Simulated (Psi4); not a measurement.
# H2NO (SMILES N[O]): a first try and a second

Wanted: the energy in a field of H2NO, UOMP2/def2-SVPD (sfX2C, density fitting, density fitting for correlation, dipole perturbation λ (added as +λ·μ, a field of −λ) (0, 0, 0.001) a.u.).

Program for the calculation: Psi4 1.11.

2 further runs of the same task are left out: 1 that didn't finish, 1 set aside as unsound or not needed.

## 1. The structure to begin with

H2NO: 4 atoms, total charge 0, spin state doublet. As SMILES, `N[O]`. The shape is that of a GFN2-xTB optimisation.

Bond lengths: N1–O2 1.277 Å, N1–H3 1.017 Å, N1–H4 1.017 Å. Angles: O2–N1–H3 118.4°, O2–N1–H4 118.4°, H3–N1–H4 119.4°.

## 2. Try one

calc.py reads:

```python
import psi4

psi4.set_memory(1600000000)
psi4.set_num_threads(1)
psi4.set_output_file('h2no.out', False)

m = psi4.geometry("""
0 2
N     -0.015110     0.041110    -0.107550
O      0.804330     0.357230     0.819800
H     -0.968410     0.390510    -0.050090
H      0.179190    -0.788850    -0.662160
units angstrom
symmetry c1
no_reorient
no_com
""")

psi4.set_options({
    'basis': 'def2-SVPD',
    'reference': 'uhf',
    'mp2_type': 'df',
    'scf_type': 'df',
    'perturb_h': True,
    'perturb_with': 'dipole',
    'perturb_dipole': [0.0, 0.0, 0.001],
    'maxiter': 5,
    'relativistic': 'x2c',
})

e = psi4.energy('omp2')
print(f'omp2 energy: {e:.10f} Eh')
for k, v in sorted(psi4.core.scalar_variables().items()):
    print(f'{k:45s} {v:18.10f}')
```

On the command line:

```sh
python calc.py
```

h2no.out:

```text
Psi4 1.11 release

Relativistic analytic gradients are not implemented yet, re-routing to finite differences.
    For method 'OMP2', SCF Algorithm Type (re)set to DISK_DF.

   => Loading Basis Set <=

    Name: DEF2-SVPD
    Role: ORBITAL
    Keyword: BASIS

         ---------------------------------------------------------
                                   SCF
                              UHF Reference
                        1 Threads,   1525 MiB Core
         ---------------------------------------------------------

  ==> Geometry <==

    Molecular point group: c1
    Full point group: C1

    Geometry (in Angstrom), charge = 0, multiplicity = 2:

       Center              X                  Y                   Z               Mass
    ------------   -----------------  -----------------  -----------------  -----------------
         N           -0.015110000000     0.041110000000    -0.107550000000    14.003074004430
         O            0.804330000000     0.357230000000     0.819800000000    15.994914619570
         H           -0.968410000000     0.390510000000    -0.050090000000     1.007825032230
         H            0.179190000000    -0.788850000000    -0.662160000000     1.007825032230

  Running in c1 symmetry.

  Rotational constants: A =     10.06223  B =      0.70307  C =      0.66347 [cm^-1]
  Rotational constants: A = 301658.15897  B =  21077.60823  C =  19890.27567 [MHz]
  Nuclear repulsion =   35.084359053298613

  Charge       = 0
  Multiplicity = 2
  Electrons    = 17
  Nalpha       = 9
  Nbeta        = 8

  ==> Algorithm <==

  SCF Algorithm Type is DISK_DF.
  DIIS enabled.
  MOM disabled.
  Fractional occupation disabled.
  Guess Type is SAD.
  Energy threshold   = 1.00e-08
  Density threshold  = 1.00e-08
  Integral threshold = 1.00e-12

  ==> Primary Basis <==

  Basis Set: DEF2-SVPD
    Blend: DEF2-SVPD
    Number of shells: 25
    Number of basis functions: 59
    Number of Cartesian functions: 63
    Spherical Harmonics?: true
    Max angular momentum: 2

   => Loading Basis Set <=

    Name: (DEF2-SVPD AUX)
    Role: JKFIT
    Keyword: DF_BASIS_SCF

   => Loading Basis Set <=

    Name: (DEF2-SVPD AUX)
    Role: DECON
    Keyword: BASIS_RELATIVISTIC

  ==> Integral Setup <==

  ==> DiskDFJK: Density-Fitted J/K Matrices <==

    J tasked:                  Yes
    K tasked:                  Yes
    wK tasked:                  No
    Integrals threads:           1
    Memory [MiB]:             1144
    Algorithm:                Core
    Integral Cache:           SAVE
    Schwarz Cutoff:          1E-12
    Fitting Condition:       1E-10

   => Auxiliary Basis Set <=

  Basis Set: (DEF2-SVPD AUX)
    Blend: DEF2-UNIVERSAL-JKFIT
    Number of shells: 62
    Number of basis functions: 190
    Number of Cartesian functions: 226
    Spherical Harmonics?: true
    Max angular momentum: 4

 OEINTS: Using relativistic (X2C) overlap, kinetic, and potential integrals.
  Perturbing V by 0.001000 mu(z).

  perturb_with = DIPOLE         ------------------------------------------------------------
         Spin-Free X2C Integrals at the One-Electron Level (SFX2C-1e)
         ------------------------------------------------------------

  ==> X2C Options <==

    Computational Basis: DEF2-SVPD
    X2C Basis: (DEF2-SVPD AUX)
    The X2C Hamiltonian will be computed in the X2C Basis

    Perturbing V by 0.001000 mu(z).

    Comparing only 59 out of 83 elements of H_Dirac

    The 1-norm of |H_X2C - H_Dirac| is: 14.436916520504

    WARNING: The X2C and Dirac Hamiltonians have substatially different eigenvalues!
             This is probably caused by the recontraction of the basis set.

  Minimum eigenvalue in the overlap matrix is 3.2962467835E-04.
  Reciprocal condition number of the overlap matrix is 5.0374152943E-05.
    Using symmetric orthogonalization.

  ==> Pre-Iterations <==

  SCF Guess: Superposition of Atomic Densities via on-the-fly atomic UHF (no occupation information).

   -------------------------
    Irrep   Nso     Nmo
   -------------------------
     A         59      59
   -------------------------
    Total      59      59
   -------------------------

  ==> Iterations <==

                           Total Energy        Delta E     RMS |[F,P]|

   @DF-UHF iter SAD:  -129.73952923561501   -1.29740e+02   0.00000e+00
   @DF-UHF iter   1:  -130.29780543256669   -5.58276e-01   6.41913e-03 DIIS/ADIIS
   @DF-UHF iter   2:  -130.34659859627112   -4.87932e-02   4.62314e-03 DIIS/ADIIS
   @DF-UHF iter   3:  -130.37340607945418   -2.68075e-02   8.47271e-04 DIIS/ADIIS
   @DF-UHF iter   4:  -130.37666925589747   -3.26318e-03   4.75362e-04 DIIS/ADIIS
   @DF-UHF iter   5:  -130.37817132120185   -1.50207e-03   3.23700e-04 DIIS/ADIIS

PsiException: Could not converge SCF iterations in 5 iterations.

  Failed to converge.
```

On the terminal:

```text
Traceback (most recent call last):
  File "calc.py", line 31, in <module>
    e = psi4.energy('omp2')
psi4.driver.p4util.exceptions.SCFConvergenceError: Could not converge SCF iterations in 5 iterations.
```

Run time: 1.4 s. Hardware: 1 thread of Intel Xeon 6975P-C (Granite Rapids), shared host; peak memory 0.19 GiB.

## 3. What went wrong

No converged result was reached.

The log says `psi4.driver.p4util.exceptions.SCFConvergenceError: Could not converge SCF iterations in 5 iterations.`. What is wrong: the iteration cap is too low for convergence. To mend it: iteration cap at its default in place of 5.

## 4. The mended input

calc.py reads:

```python
import psi4

psi4.set_memory('1600 MB')
psi4.set_num_threads(1)
psi4.set_output_file('psi4.out', False)

m = psi4.geometry("""
0 2
N     -0.015110     0.041110    -0.107550
O      0.804330     0.357230     0.819800
H     -0.968410     0.390510    -0.050090
H      0.179190    -0.788850    -0.662160
symmetry c1
no_reorient
no_com
""")

psi4.set_options({
    'basis': 'def2-SVPD',
    'reference': 'uhf',
    'mp2_type': 'df',
    'scf_type': 'df',
    'perturb_h': True,
    'perturb_with': 'dipole',
    'perturb_dipole': [0.0, 0.0, 0.001],
    'relativistic': 'x2c',
})

E, wfn = psi4.energy('omp2', molecule=m, return_wfn=True)
print(f'omp2 energy: {E:.10f} Eh')
```

On the command line:

```sh
python calc.py
```

psi4.out:

```text
[...]
  Running in c1 symmetry.
[...]
  Nuclear repulsion =   35.084359053298613
[...]
  Multiplicity = 2
[...]
  Nalpha       = 9
  Nbeta        = 8
[...]
    Number of basis functions: 59
[...]
    WARNING: The X2C and Dirac Hamiltonians have substatially different eigenvalues!
             This is probably caused by the recontraction of the basis set.
[...]
   @DF-UHF iter   1:  -130.29780543256669   -5.58276e-01   6.41913e-03 DIIS/ADIIS
[...]
   @DF-UHF iter  17:  -130.38022910623405   -1.50635e-12   4.86298e-09 DIIS
[...]
   @S^2 Observed:                7.690249038E-01
[...]
    Orbital Energies [Eh]
    ---------------------
    Alpha Occupied:
       1A    -20.634414     2A    -15.665586     3A     -1.466656
       4A     -1.066596     5A     -0.766137     6A     -0.703856
       7A     -0.681887     8A     -0.498245     9A     -0.422870
    Alpha Virtual:
      10A      0.116911    11A      0.156701    12A      0.181093
      13A      0.196695    14A      0.212903    15A      0.242831
      16A      0.271568    17A      0.290526    18A      0.304781
      19A      0.389955    20A      0.400949    21A      0.450455
      22A      0.498081    23A      0.533261    24A      0.602938
      25A      0.626868    26A      0.647453    27A      0.667892
[...]
  @DF-UHF Final Energy:  -130.38022910623405
   => Energetics <=
    Nuclear Repulsion Energy =             35.0843590532986127
    One-Electron Energy =                -248.0446557558616973
    Two-Electron Energy =                  82.5800675963290303
    Total Energy =                       -130.3802291062340544
  UHF NO Occupations:
  HONO-2 :    7  A 1.9984996
  HONO-1 :    8  A 1.9932126
[...]
 Multipole Moments:
 ------------------------------------------------------------------------------------
     Multipole            Electronic (a.u.)      Nuclear  (a.u.)        Total (a.u.)
 ------------------------------------------------------------------------------------
 L = 1.  Multiply by 2.5417464519 to convert [e a0] to [Debye]
 Dipole X            :        -11.2652615           10.4684213           -0.7968401
 Dipole Y            :         -5.6221632            5.1915879           -0.4305753
 Dipole Z            :        -10.3030197            9.6249421           -0.6780777
 Magnitude           :                                                    1.1314321
[...]
	Warning: cc_lambda option is changed to TRUE
	For this residual convergence, default PCG convergence is:     1.00e-07
[...]
	DF-SCS-MP2 Total Energy (a.u.)     :  -130.72535829763848
	DF-SOS-MP2 Total Energy (a.u.)     :  -130.72040624054259
[...]
	DF-SCS-OMP2 Total Energy (a.u.)    :  -130.73464599324967
	DF-SOS-OMP2 Total Energy (a.u.)    :  -130.70089138953043
	DF-SCS(N)-OMP2 Total Energy (a.u.) :  -130.54731023116108
[...]
	DF-OMP2 Total Energy (a.u.)        :  -130.74685428787245
[...]
```

The script printed:

```text
omp2 energy: -130.7468542879 Eh
```

Run time: 4.2 s. Hardware: 1 thread of Intel Xeon 6975P-C (Granite Rapids), shared host; peak memory 0.21 GiB.

## 5. Outcome

At UOMP2/def2-SVPD (sfX2C, density fitting, density fitting for correlation, dipole perturbation λ (added as +λ·μ, a field of −λ) (0, 0, 0.001) a.u.):

```
                         quantity          value
                     total energy  -130.74685 Eh
               correlation energy     -366.6 mEh
⟨S²⟩ of the reference determinant          0.769
```
